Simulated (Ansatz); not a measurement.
Results of r²SCANh (Ansatz, a quantum-chemistry and plane-wave program, plane waves, PAW) for fluorite SrCl₂.

Numerical settings: plane-wave cutoff 520 eV, 6×6×6 k mesh, Fermi–Dirac smearing 0.01 eV, scalar-relativistic PAW data made under PBE.

A third-order Birch–Murnaghan fit to the energies gives V0 = 28.443 Å³/atom, B0 = 37.9 GPa, B′ = 4.5.

```
V (Å³/atom)     P (GPa)
-----------  ----------
27.017       (withheld)
27.608       (withheld)
28.439            0.005
29.150       (withheld)
29.861       (withheld)
```

Question: Estimate the withheld pressures from this fit; the answers are the runs' own values.

Answer: 
- 27.017, P (GPa): 2.188
- 27.608, P (GPa): 1.207
- 29.150, P (GPa): -0.880
- 29.861, P (GPa): -1.650

The formula P = (3/2) B0 (x^(7/3) − x^(5/3)) [1 + (3/4)(B′ − 4)(x^(2/3) − 1)] with x = V0/V meets the computed pressures within 0.01 GPa when these rounded values are put in.

Measured, for comparison: bulk modulus 34.3 GPa (temperature not stated, no zero-point or thermal correction, from elastic constants; as tabulated in Kanchana et al., Calculated structural, elastic and electronic properties of …); equilibrium volume per atom 28.27 Å³/atom (room temperature, no zero-point or thermal correction; as tabulated in Kanchana et al., Calculated structural, elastic and electronic properties of …). Computed (rounded) less measured: bulk modulus +10 % (against room or unstated temperature, where such soft solids are markedly softer), equilibrium volume per atom +0.6 %.

The computed numbers hold no vibrational or temperature effects.
